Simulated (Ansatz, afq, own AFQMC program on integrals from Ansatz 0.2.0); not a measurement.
Integrals from Ansatz 0.2.0, then the random walk in our own AFQMC program (afq).

```yaml
crystal:
  periodic: [false, false, false]
  atoms:
    - {symbol: Si, position_ang: [-1.600241, 0.000000, 0.000000]}
    - {symbol: H, position_ang: [-2.095113, 1.399708, 0.000000]}
    - {symbol: H, position_ang: [-2.095112, -0.699854, 1.212183]}
    - {symbol: H, position_ang: [-2.095113, -0.699854, -1.212182]}
    - {symbol: H, position_ang: [-0.009241, 0.000000, 0.000000]}
    - {symbol: N, position_ang: [2.506843, 0.000000, 0.000000]}
    - {symbol: C, position_ang: [1.346759, 0.000000, 0.000000]}
basis:
  gaussian: {orbitals: cc-pVDZ}
magnetization: {spin_polarized: true, initial_magnetization: 1}
correlation: {method: ccsd_t, electrons: outside_noble_gas, hamiltonian_folder: ham}
```

```sh
$ ansatz run in.yaml --threads 1 --pin off --events-out ev --progress --plain --max-ram 24576MiB --backend cuda --devices 0, --max-vram 18GiB
```

Options of the walk:

```
--method phaseless --trial hf --walkers 4000 --populations 20 --least-time 40 --time-step 0.005 --steps-per-block 20 --equilibration-blocks 112 --max-blocks 4000 --target-error 0.0012000 --factor-cut 1e-05 --start spin_pure --seed 7341 --taylor-order 6
```

Times are imaginary, in 1/Eh. The walk had a cap of 65 s. With eight or more populations the least sampling time is a fifth of least-time, and the error comes from their spread.

afq prints:

```
orbitals 59  electrons 9 8  factors 452 of 624
reference energy -383.45075782 Eh
CCSD correlation -0.42339084 Eh in 16 cycles, weight of the determinant in the CISD state 0.7803
energy of the start -383.460187 Eh
 block  time / (1/Eh)  mean weight  energy / Eh
     1     0.100  1.0020  -383.558966
     2     0.200  1.0026  -383.631124
     3     0.300  1.0024  -383.680622
     4     0.400  1.0023  -383.722131
     5     0.500  1.0023  -383.756186
     9     0.900  1.0013  -383.826545
    37     3.700  1.0005  -383.889949
    73     7.300  0.9993  -383.896708
   109    10.900  1.0003  -383.897536
   145    14.500  1.0002  -383.891475
   181    18.100  1.0002  -383.892470
   217    21.700  0.9997  -383.899050
   253    25.300  1.0001  -383.899842
   289    28.900  1.0001  -383.905312
   325    32.500  0.9998  -383.886549
   361    36.100  0.9999  -383.907892
error from the spread of 20 populations
energy -383.895905 +/- 0.001288 Eh
(rows thinned)
```

The run passed its tests (sampling time, drift between the halves within three errors, error under three times the target), which doesn't prove that it has relaxed, ending at its cap on processor time.

Against this walk (error 35.1 meV) on the same determinant: CCSD(T) 164.0 meV higher, CCSDT(Q) 68.9 meV higher (within the noise), a separate phaseless walk with a CISD trial and standard settings 69.7 ± 36.2 meV higher (within the noise). The error is statistical and leaves out the bias of the constraint. The determinant has ⟨S²⟩ = 0.99, so the low cluster orders mix in higher spin (the high orders can go on to a lower state of that spin), while the walk starts as a pure doublet. None of these is a sure reference here.

Cautions: constraint bias not in the error; error above the target (35.1 against 32.7 meV); higher spins were not checked; raised T1 diagnostic (T1 0.042, weight of the determinant 0.78, largest double 0.08); unrestricted determinant spin contaminated (⟨S²⟩ 0.99 against 0.75).

The walk took 65 s on 1 × NVIDIA H100 80GB HBM3 with 2 threads of AMD EPYC 7R13 Processor (Zen 3), with other jobs on the host (the card was shared). The log's last line is the phaseless energy.

CCSDT and higher add their correlation energy to the determinant of the CCSD(T) run, since their own runs factorise the integrals more tightly (a shift of under 2 meV). A walk keeps the symmetry of its determinant, which the program's search chose and which needn't be the lowest solution, so a lower state of the same spin and another symmetry isn't excluded.
